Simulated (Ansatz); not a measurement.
# Si–CH₂, triplet: reading a ladder of total energies

Geometry: a PBE0/def2-TZVP stationary point for this spin, not checked as a minimum. The singlet lies 1.4 eV lower here.

```
atom   x (Å)    y (Å)    z (Å)
  Si  0.0000   0.0000   0.6502
   C  0.0000   0.0000  -1.2146
   H  0.0000  -0.9068  -1.8218
   H  0.0000   0.9068  -1.8218
```

Basis 6-31G; Ansatz 0.2.0. Only valence electrons are correlated (noble-gas cores frozen), which leaves 10 electrons in 20 orbitals. Prefix R: restricted or restricted open-shell reference; prefix U: unrestricted.

Full CI is exact within this basis and frozen core; it isn't the basis-set limit. The frozen core follows each run's orbitals, which can shift R against U totals by a few meV.

Runs differ by some tens of microhartree through their thresholds and, for an open shell, their frozen cores, so steps under 0.1 kcal/mol mean nothing.

| level | total energy (hartree) |
| --- | --- |
| UHF | -327.807305 |
| UMP2 | -327.907989 |
| UCCSD | -327.932624 |
| UCCSD(T) | -327.935121 |
| UCCSDT | -327.935673 |
| UCCSDT(Q) | -327.935874 |
| UCCSDTQ | -327.935883 |
| full CI | -327.935887 |

What is the correlation energy at full CI, and what share of it do UMP2 and UCCSD recover?

E(corr) = -327.935887 − (-327.807305) = -0.128582 hartree = -3.499 eV. UMP2: -0.100684 / -0.128582 = 78.30 %. UCCSD: -0.125319 / -0.128582 = 97.46 %.

By how many kcal/mol does UCCSD(T) miss full CI (1 hartree = 627.509 kcal/mol), and which steps make up the rest?

-327.935121 − (-327.935887) = 0.000766 hartree = 0.48 kcal/mol. Steps: UCCSDT − UCCSD(T) = -0.35, UCCSDT(Q) − UCCSDT = -0.13, UCCSDTQ − UCCSDT(Q) = -0.01, full CI − UCCSDTQ = 0.00 kcal/mol. That is within 1 kcal/mol of the reference in this basis, which itself misses far more of the correlation at the basis-set limit.
